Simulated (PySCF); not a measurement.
Species: alpha-epichlorohydrin, C3H5ClO.
SMILES: `ClC[C@@H]1CO1`

Torsions of this conformer, `[Cl:1][CH2:2][C@@H:3]1[CH2:4][O:5]1`: Cl1–C2–C3–C4 -92°.

The closed-shell ground state was solved at several levels (PySCF, density fitting, gas phase, non-relativistic). Isolated species at its PBE0-D3(BJ)/def2-SVP geometry (one conformer only).

```json
{"level": "CAM-B3LYP/def2-SVPD", "basis functions": "150", "total energy (Eh)": "-652.3573", "HOMO (eV)": "-9.75", "LUMO (eV)": "1.23", "gap (eV)": "10.98", "dipole (D)": "0.52"}
{"level": "LC-wPBE/def2-SVPD", "basis functions": "150", "total energy (Eh)": "-652.1995", "HOMO (eV)": "-11.08", "LUMO (eV)": "2.39", "gap (eV)": "13.47", "dipole (D)": "0.53"}
{"level": "PBE0/def2-SVP", "basis functions": "99", "total energy (Eh)": "-652.0467", "HOMO (eV)": "-8.02", "LUMO (eV)": "1.13", "gap (eV)": "9.15", "dipole (D)": "0.48"}
{"level": "PBE0/6-31G*", "basis functions": "84", "total energy (Eh)": "-652.3124", "HOMO (eV)": "-7.97", "LUMO (eV)": "0.88", "gap (eV)": "8.85", "dipole (D)": "0.58"}
{"level": "PBE0/def2-SVPD", "basis functions": "150", "total energy (Eh)": "-652.0695", "HOMO (eV)": "-8.30", "LUMO (eV)": "0.30", "gap (eV)": "8.60", "dipole (D)": "0.54"}
{"level": "PBE0/def2-TZVP", "basis functions": "191", "total energy (Eh)": "-652.4237", "HOMO (eV)": "-8.19", "LUMO (eV)": "0.64", "gap (eV)": "8.83", "dipole (D)": "0.51"}
```

(1) Estimate the row for HF/def2-SVPD, a basis of 150 functions; the other rows only guide the guess.

(2) Over all these levels, which gives the widest orbital gap and which the narrowest?

(3) How much does the basis alone move the frontier levels among the 4 PBE0 rows?

(4) How far do the dipole and the HOMO energy spread over the levels?

Answers

(1) Total energy -650.5539 Eh, HOMO -12.05 eV, LUMO 2.76 eV, gap 14.81 eV, dipole 0.58 D.

(2) HF/def2-SVPD (Hartree–Fock, all exact exchange) has the widest, 14.81 eV, and PBE0/def2-SVPD (global hybrid, 25 % exact exchange) the narrowest, 8.60 eV. The two share the basis. From the narrowest to the widest the HOMO moves by -3.75 eV and the LUMO by +2.46 eV. The HOMO need not be the same orbital at Hartree–Fock and at DFT levels.

(3) The HOMO by 0.33 eV and the LUMO by 0.83 eV. By rising basis size (HOMO, LUMO in eV): 6-31G* -7.97, 0.88; def2-SVP -8.02, 1.13; def2-SVPD -8.30, 0.30; def2-TZVP -8.19, 0.64.

(4) The dipole runs from 0.48 to 0.58 D (mean 0.53 D) and the HOMO from -12.05 to -7.97 eV.
